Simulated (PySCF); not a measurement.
Molecule: SMILES CN[SiH3], CH₇NSi.

Bonds (- single, = double, # triple, : aromatic): C1-N2 1.442 Å, N2-Si3 1.730 Å. C1 carries H4, H5, H6; N2 carries H7; Si3 carries H8, H9, H10.

Geometry PBE0-D3(BJ)/def2-SVP throughout; GIAO in PySCF 2.14.0 with density-fitted response routines, gas phase, one conformer, non-relativistic; equivalent atoms averaged; functional PBE0.

Question: How do the absolute shieldings σ depend on the basis set? (ppm; last column core-seconds on shared hosts with different chips, so compare them loosely)

Answer: 
```tsv
basis set	functions	C1	N2	Si3	H8/H9/H10	H4/H5/H6	H7	core-s
pcSseg-0	45	157.7	284.1	429.5	27.92	30.25	34.88	2.7
6-31G*	60	162.6	264.0	442.6	27.12	29.51	32.94	3.7
cc-pVDZ	81	164.8	267.4	465.9	26.73	28.76	32.11	4.6
def2-SVP	81	163.3	266.7	462.6	26.74	28.98	32.18	4.3
pcSseg-1	93	151.7	261.9	403.7	26.68	28.65	31.92	9
6-311+G(2d,p)	131	155.1	255.7	395.6	26.60	28.89	32.05	7.6
aug-cc-pVDZ	136	164.2	265.8	463.4	26.59	28.69	31.86	8.1
def2-TZVP	141	154.4	257.6	384.6	26.59	28.90	32.04	8.5
IGLO-III	184	151.1	254.6	399.5	26.57	28.75	31.79	11
cc-pVTZ	192	155.3	260.4	404.2	26.61	28.71	31.77	13
```

Question: Which nucleus moves most, in ppm?

Answer: Si3 (silicon bonded to N, 3 H): from 384.6 ppm with def2-TZVP to 465.9 ppm with cc-pVDZ. The smallest spread is 1.35 ppm, at H8/H9/H10. Proton shifts span only some 12 ppm, so a few tenths of a ppm matter as much there as several ppm in carbon.

Question: Taking the largest basis, cc-pVTZ (192 functions), as the yardstick, rank the others by their worst heavy-atom deviation.

Answer: pcSseg-1 3.6 ppm (93 functions), IGLO-III 5.7 ppm (184 functions), 6-311+G(2d,p) 8.6 ppm (131 functions), def2-TZVP 19.6 ppm (141 functions), pcSseg-0 25.2 ppm (45 functions), 6-31G* 38.4 ppm (60 functions), def2-SVP 58.4 ppm (81 functions), aug-cc-pVDZ 59.2 ppm (136 functions), cc-pVDZ 61.7 ppm (81 functions).

A small basis that lands close on one nucleus may do so by chance; judge by the trend and by all nuclei.
